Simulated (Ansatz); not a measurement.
```yaml
crystal:
  periodic: [false, false, false]
  atoms:
    - {symbol: N, position_ang: [-0.782764, 0.115640, -1.274433]}
    - {symbol: Si, position_ang: [0.497138, -0.699021, 1.231572]}
    - {symbol: N, position_ang: [0.197138, -0.749021, 1.231572]}
    - {symbol: H, position_ang: [-0.797413, -0.666220, -1.839473]}
    - {symbol: H, position_ang: [-1.171396, 1.006950, -1.802580]}
    - {symbol: H, position_ang: [0.404017, 1.727589, 0.258545]}
    - {symbol: H, position_ang: [1.870009, 0.103597, -0.611880]}
    - {symbol: H, position_ang: [0.943136, -1.098203, 1.824265]}
    - {symbol: H, position_ang: [-0.660637, -0.758417, 1.703618]}
basis:
  gaussian: {orbitals: def2-TZVPD, final_grid: {core_spheres: 8, valence_spheres: 7, degree: 23}}
hamiltonian: {xc: {name: wB97}}
output: {forces: true}
```

```sh
$ ansatz run in.yaml --threads 2 --pin off --events-out ev --progress --plain --max-ram 22528MiB --backend cpu
```

Output, abridged:

```
Functional definition: wB97
939 factors; their error is unknown
487 factors; integrals over basis functions are off by at most 1.1e-5 eV
mean field evaluation 1: about -9776.4049 eV, gradient 2.8e2 eV
mean field evaluation 2: about -9232.2429 eV, gradient 3.7e2 eV
mean field evaluation 4: about -9865.2235 eV, gradient 1.0e2 eV
mean field evaluation 8: about -9889.5608 eV, gradient 3.0e0 eV
mean field evaluation 16: about -9889.6170 eV, gradient 3.2e-1 eV
mean field evaluation 32: about -9889.6174 eV, gradient 7.5e-5 eV
a density is far from that of the atoms, so the factors are made again for it
1242 factors; integrals over basis functions are off by at most 8.9e-4 eV
487 factors; integrals over basis functions are off by at most 1.1e-5 eV
mean field -9889.61702654 eV, -363.4367223022 hartree, gradient 4.2e-5 eV, S^2 0.000000; 0 other end points of the search recorded, 0 dependent functions left out
reference -9889.61700784 eV, -363.4367216148 hartree; 17, 17 occupied and 154, 154 virtual orbitals, 1242 factors
Total energy: -9889.61700784 eV, -363.4367216148 hartree
Atom 0 at    -0.782764     0.115640    -1.274433 Å, force     0.321456     4.931095     1.670547 eV/Å
Atom 1 at     0.497138    -0.699021     1.231572 Å, force  7691.359049  1317.019796   -14.509303 eV/Å
Atom 2 at     0.197138    -0.749021     1.231572 Å, force -7716.137299 -1289.657811   -38.118388 eV/Å
Atom 3 at    -0.797413    -0.666220    -1.839473 Å, force    -0.127175    -1.978007    -1.824733 eV/Å
Atom 4 at    -1.171396     1.006950    -1.802580 Å, force     0.714043    -2.849166     1.354763 eV/Å
Atom 5 at     0.404017     1.727589     0.258545 Å, force    -0.021967    -1.934557     1.150117 eV/Å
Atom 6 at     1.870009     0.103597    -0.611880 Å, force    -2.135624    -1.830144     1.560199 eV/Å
Atom 7 at     0.943136    -1.098203     1.824265 Å, force    34.628866   -25.443669    39.163861 eV/Å
Atom 8 at    -0.660637    -0.758417     1.703618 Å, force    -8.601349     1.742463     9.552938 eV/Å
Dipole moment:     0.029616    -0.482506     0.740692 e Å
```

Q: What is wrong with this run?

A: One atom was put on top of another. The run converged. The result belongs to that input, not to the molecule as meant.
